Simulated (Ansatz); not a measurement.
# C5H5N: structure from calculated spectroscopic constants

These gas-phase data were calculated for one isomer of C5H5N at r2SCAN-D4/def2-SVP (harmonic, unscaled wavenumbers; equilibrium rotational constants with average atomic masses):

```
rotational constants            : 21.89, 1.331, 1.275 GHz
all wavenumbers above 1500 cm⁻¹ : 3157, 3156, 3073, 3051, 3025, 2376, 2244
```

Candidates:

(1) `C#C[C@@H](C)C#N`, a singlet
(2) `CCC#CC#N`, a singlet

Problem. Assign the data to one candidate and say why.

Solution. Candidate (2). No mode falls between 3300 and 3560 cm⁻¹, where the ≡C–H stretch of (1) would stand.

The same quantities for all candidates:

```tsv
	rotational constants (GHz)	wavenumbers above 1500 cm⁻¹	E above the lowest, r2SCAN-D4/def2-SVP (kcal/mol)
(1)	5.501, 2.792, 1.974	3474, 3171, 3167, 3056, 3018, 2358, 2225	12.6
(2)	21.89, 1.331, 1.275	3157, 3156, 3073, 3051, 3025, 2376, 2244	0.0
```

Harmonic stretches to hydrogen usually lie a few per cent above observed fundamentals. Programs: Ansatz 0.2.0.
